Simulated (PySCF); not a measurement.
## Name the molecule from its bond curve

A diatomic of charge 0 contains O. Its doublet curve at PBE0 in a triple-zeta basis (no relativity, PySCF), in eV from the separated fragments:

R (Å), E (eV) and a bar:
```
    1.034     -6.596 #######################
    1.082     -7.596 ##########
    1.130     -8.160 ###
    1.166     -8.364 #
    1.202     -8.422 
    1.238     -8.362 #
    1.286     -8.142 ####
    1.346     -7.706 #########
    1.418     -7.035 #################
    1.514     -6.028 ##############################
```

The fit gives ωe = 1945 cm⁻¹ and the rotational constant Bₑ = 1.795 cm⁻¹.

**Question.** Which atom is the partner?

**Answer.** The minimum lies at 1.200 Å, so the reduced mass is 16.8576 u Å² cm⁻¹/(Bₑ·Re²) = 6.522 u. With O at 15.99 u the partner weighs about 11.0 u: B. The molecule is BO.

The state is the lowest determinant that a PBE0 search found; another state may lie lower at other levels.
